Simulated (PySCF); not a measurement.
**Beryllium: a sound run and one with changed settings**

Sound run: Be [He] 2s2, Be⁺ [He] 2s1. Calculation: PySCF 2.14, in cc-pVDZ-DK; scalar relativity by spin-free X2C-1e. In the sound run the correlated levels freeze 1s2. The sound run starts from symmetry-adapted Hartree-Fock orbitals and uses a fine grid where one is needed.

Changed run: initial guess sap, at most 50 SCF cycles, level shift 0.1 hartree.

```tsv
species	method	sound run (hartree)	changed run (hartree)	converged
Be	UHF	-14.57484	-14.57484	yes
Be	PBE	-14.63025	-14.63025	yes
Be	TPSS	-14.67273	-14.67273	yes
Be	MP2	-14.60046	-14.59602	yes
Be	CCSD(T)	-14.61934	-14.61934	yes
Be⁺	UHF	-14.27791	-14.27791	yes
Be⁺	PBE	-14.29787	-14.29787	yes
Be⁺	TPSS	-14.33810	-14.33810	yes
```

Ionisation energy of Be:

```tsv
method	sound run (eV)	changed run (eV)
UHF	8.080	8.080
PBE	9.045	9.045
TPSS	9.106	9.106
MP2	8.777	8.656
SCS-MP2	8.916	8.772
CCSD	9.291	9.291
CCSD(T)	9.291	9.291
CCSDT	9.291	9.291
FCI	9.291	9.291
```

A level shift leaves the converged SCF energy unchanged but raises the virtual orbital energies, which shrinks MP2 if it is not removed.

For comparison, NIST gives 9.323 eV between the lowest levels.
